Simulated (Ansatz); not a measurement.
Al3H. Total charge 0; singlet. Geometry PBE-D4/def2-TZVP; atoms count from 1.

Cartesian coordinates in Å:
```
Al -1.337 0.617 -1.275
Al -1.595 0.248 1.090
Al 0.694 -0.205 0.044
H 2.237 -0.660 0.141
```

The restricted singlet is unstable: a solution with broken spin symmetry lies lower. The structure comes from a short search, and lower isomers may exist.

Q: Estimate the Mulliken populations from the PBE0/def2-TZVP orbitals of Ansatz.

A: 
| atom | charge (e) |
| --- | --- |
| Al1 | -0.01 |
| Al2 | -0.01 |
| Al3 | 0.08 |
| H4 | -0.07 |
Mulliken values depend strongly on the basis.

Q: And the Mayer bond orders between heavy atoms (over 0.3)?

A: Al1–Al2 1.34 (2.41 Å); Al1–Al3 1.03 (2.56 Å); Al2–Al3 1.03 (2.56 Å).
